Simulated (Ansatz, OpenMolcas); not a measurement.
**A ladder of methods for BH2O (SMILES B[O])**

The species is BH2O (4 atoms), meant as a doublet with charge 0. As SMILES, `B[O]`. The coordinates come from a PBE0-D4/def2-TZVP relaxation.

```
atom    x (Å)    y (Å)    z (Å)
   B  -0.0011  -0.0103  -0.0151
   O   1.0253  -0.3408   0.6769
   H  -1.0526  -0.5877   0.1516
   H   0.0839   0.8785  -0.8336
```

Each level gives the energy change with the B1–H3 bond stretched from 1.211 to 1.514 Å (eV). The values are calculated.

| level | kind | program | value (eV) | less FCI/STO-3G |
| --- | --- | --- | --- | --- |
| UHF/STO-3G | Hartree–Fock | OpenMolcas | 1.32 | +0.43 |
| UBLYP/STO-3G | GGA | Ansatz | 0.82 | -0.07 |
| UBHLYP/STO-3G | global hybrid | Ansatz | 1.14 | +0.25 |
| UCAM-B3LYP/STO-3G | range-separated hybrid | Ansatz | 1.03 | +0.14 |
| UB2PLYP/STO-3G | double hybrid | Ansatz | 1.03 | +0.14 |
| RPA@PBE/STO-3G | RPA | Ansatz | 0.85 | -0.04 |
| UMP2/STO-3G | perturbation theory | Ansatz | 1.12 | +0.23 |
| UCCSDT/STO-3G | coupled cluster or CI | Ansatz | 0.89 | 0.00 |
| FCI/STO-3G | exact in the basis | Ansatz | 0.89 | 0.00 |

FCI/STO-3G is exact within its basis and frozen core, so for wave-function methods in that basis the difference is their error; functionals converge differently with the basis, so for them it is only a difference. The first shape isn't each level's own minimum. The values span 0.82 to 1.32 eV. All rows use very small basis sets, so none should be taken for the real molecule's value.
